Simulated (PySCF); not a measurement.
**Level of theory and gas-phase deprotonation enthalpies: cyclopentanone**

Structure: `O=C1CCCC1` (C5H8O). Numbering: `[O:1]=[C:2]1[CH2:3][CH2:4][CH2:5][CH2:6]1` These are map numbers, not IUPAC locants.

All levels share the PBE0-D3(BJ)/ma-def2-SVP structures and the GFN2-xTB thermal terms; only the single-point energies (PySCF) change. Values are gas-phase deprotonation enthalpies (298 K, kJ/mol).

Measured (NIST Chemistry WebBook): deprotonation enthalpy (ΔH) 1540 kJ/mol.

```tsv
level	C3	C4	time
BLYP-D3(BJ)/ma-def2-TZVP	1522	1661	2.4 min
PBE0-D3(BJ)/aug-cc-pVDZ	1537	1684	42 s
PBE0-D3(BJ)/ma-def2-TZVP	1540	1690	–
PBE0-D3(BJ)/6-31+G*	1541	1694	24 s
OPBE/ma-def2-TZVP	1543	1682	2.3 min
BHandHLYP/ma-def2-TZVP	1555	1714	61 s
PBE0-D3(BJ)/def2-SV(P)	1564	1722	15 s
PBE0-D3(BJ)/6-31G*	1592	1753	13 s
```

Times are wall times for all single points of a level on 1 thread of Intel Xeon Platinum 8375C @ 2.90GHz, a shared host; the dash marks the run that also made the structures. BLYP, OPBE ran on a slower path of this set-up, which computes the density-fitting integrals anew in every SCF cycle while the other levels store them. So the times needn't show the usual order of cost, and those levels read slower than they are.

The widest spread is that of C4: 92 kJ/mol, from 1661 to 1753.

Bases without diffuse functions serve anions poorly.
